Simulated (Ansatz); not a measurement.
Geometry optimisation, RHF/def2-SVP in Ansatz.

The input (input.yaml):

```yaml
crystal:
  periodic: [false, false, false]
  atoms:
    - { symbol: Si, position_ang: [-0.344703, 0.188253, -0.453935] }
    - { symbol: Si, position_ang: [-0.259688, -0.20394, 2.960408] }
    - { symbol: H, position_ang: [-0.752658, -0.699911, 4.267165] }
    - { symbol: H, position_ang: [0.904902, -1.023582, 2.545939] }
    - { symbol: H, position_ang: [0.168436, 1.208214, 3.105519] }
    - { symbol: H, position_ang: [0.676323, 0.840878, 0.383552] }
    - { symbol: H, position_ang: [-0.226344, 0.680647, -1.840632] }
    - { symbol: H, position_ang: [-0.213793, -1.280044, -0.419961] }
    - { symbol: F, position_ang: [-1.801517, 0.587711, 0.079117] }
    - { symbol: H, position_ang: [-1.326559, -0.298227, 1.961228] }
basis:
  gaussian: { orbitals: def2-SVP }
hamiltonian:
  xc: hf
relax:
  f_tol: 0.03
  max_steps: 50
```

Launched with:

```bash
$ ansatz run input.yaml --threads 1 --pin off --max-ram 2048MiB --backend cpu --events-out ev --progress --plain --runs-dir out
```

Question: Where does it end, and by what steps?

Answer: The forces met the threshold. The force dipped under the threshold on the way, but the program's further checks kept it going. After 23 steps the energy has fallen by 0.305 eV; H5 moved furthest, 1.24 Å.

```csv
step,energy less start (eV),largest force component (eV/Å),accepted
0,0.0000,0.682,yes
1,-0.1819,0.142,yes
2,-0.2492,0.219,yes
3,-0.2774,0.240,yes
4,-0.2909,0.342,yes
5,-0.2961,0.050,yes
6,-0.2978,0.072,yes
7,-0.2989,0.022,yes
8,-0.2994,0.022,yes
9,-0.2997,0.035,yes
10,-0.3000,0.045,yes
11,-0.3004,0.060,yes
12,-0.3008,0.078,yes
13,-0.3013,0.067,yes
14,-0.3020,0.044,yes
15,-0.3025,0.064,yes
16,-0.3028,0.080,yes
17,-0.3033,0.084,yes
18,-0.3037,0.074,yes
19,-0.3041,0.051,yes
20,-0.3043,0.051,yes
21,-0.3046,0.037,yes
22,-0.3049,0.031,yes
23,-0.3051,0.028,yes
```

```xyz
10
Properties=species:S:1:pos:R:3
Si -0.437 0.263 -1.225
Si -0.162 -0.275 3.722
H -1.191 -0.943 4.555
H 1.044 -1.133 3.642
H 0.203 1.025 4.332
H 0.679 1.039 -0.653
H -0.622 0.597 -2.650
H -0.207 -1.183 -1.056
F -1.786 0.657 -0.437
H -0.696 -0.049 2.358
```

Whether the end is a true minimum wasn't checked by a vibrational analysis.

Time of the run: 21 s on 1 thread of Arm Neoverse V2, with other jobs on the host, peak memory 0.14 GiB.
